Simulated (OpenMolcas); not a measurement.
A ladder of methods for AlH2F (SMILES [H][Al]([H])[F])

AlH2F: 4 atoms, total charge 0, spin state singlet. As SMILES, `[H][Al]([H])[F]`. The shape comes from GFN2-xTB, which is rough for such elements, and wasn't checked as a minimum.

| atom | x (Å) | y (Å) | z (Å) |
| --- | --- | --- | --- |
| Al | 0.0196 | 0.0327 | 0.0009 |
| H | 1.5469 | -0.0179 | 0.0141 |
| H | -0.7390 | 1.3588 | -0.0194 |
| F | -0.8275 | -1.3736 | 0.0044 |

Each level gives the energy change with the Al1–H3 bond stretched from 1.528 to 2.674 Å (eV). The values are calculated.

| level | kind | program | value (eV) | CPU time (all runs) |
| --- | --- | --- | --- | --- |
| SVWN5/STO-3G (restricted) | LDA | OpenMolcas | 4.39 | 6.5 s |
| PBE/STO-3G (restricted) | GGA | OpenMolcas | 4.23 | 7.4 s |
| B3LYP/STO-3G (restricted) | global hybrid | OpenMolcas | 4.62 | 7.6 s |
| B2PLYP/STO-3G (restricted) | double hybrid | OpenMolcas | 4.84 | 6.9 s |
| MP2/STO-3G (restricted) | perturbation theory | OpenMolcas | 5.16 | 3 s |
| CASSCF(2,2)/STO-3G | multireference | OpenMolcas | ? | 3.3 s |
| MRCI(2,2)/STO-3G | multireference | OpenMolcas | 4.25 | 3.2 s |
| SC-NEVPT2(2,2)/STO-3G | multireference | OpenMolcas | ? | 3 s |
| ACPF/STO-3G (restricted) | coupled cluster or CI | OpenMolcas | 3.72 | 3.1 s |
| FCI/STO-3G | exact in the basis | OpenMolcas | 4.23 | 8.7 s |

(1) Estimate the missing values from the other rows.

Results:

(1) As computed at these levels: CASSCF(2,2)/STO-3G: 4.33 eV; SC-NEVPT2(2,2)/STO-3G: 4.26 eV. The first shape isn't each level's own minimum. The values span 3.72 to 5.16 eV. All rows use very small basis sets, so even the best lies far from the true value. Times are those of the runs behind each value, whatever else they computed, on shared processors of several kinds: orders of magnitude only.
